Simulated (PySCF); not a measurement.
Gas-phase reaction: 2 SiHCl + 3 SiCl4 → 4 SiCl3 + SiH2Cl2

Method: PySCF energies plus ideal-gas RRHO corrections (1 bar). † marks an energy on the PBE0/def2-TZVP geometry and frequencies; other levels use their own. CCSD(T) freezes the core. 6-31G* has spherical d functions here. Open shells (unrestricted): SiCl3 (multiplicity 2); the rest are closed-shell singlets. SiHCl: computed as isolated molecules; such fragments, hydroxides, amides, oligomers or adducts are transient or little studied in the gas. CCSD(T) isn't extrapolated to the basis-set limit; its ΔH°(298 K) is 274.6 kJ in def2-SVP and 262.0 kJ in def2-TZVPP. The harmonic model lacks anharmonicity and excited electronic states, which grow with temperature; levels with a mode under 35 cm⁻¹ are left out.

```tsv
level	ΔE electronic, kJ	ΔH°(298 K), kJ	ΔS°(298 K), J/K	ΔG°(600 K), kJ
CCSD(T)/def2-SVP†	268	275	69	234
HF/6-31G*	113	120	68	80
HF/def2-TZVP†	104	111	69	70
PBE/def2-SVP	189	195	70	153
r2SCAN/def2-TZVP†	148	155	69	114
```
ΔH° is lowest at HF/def2-TZVP† and highest at CCSD(T)/def2-SVP†. No reference value is set beside these.
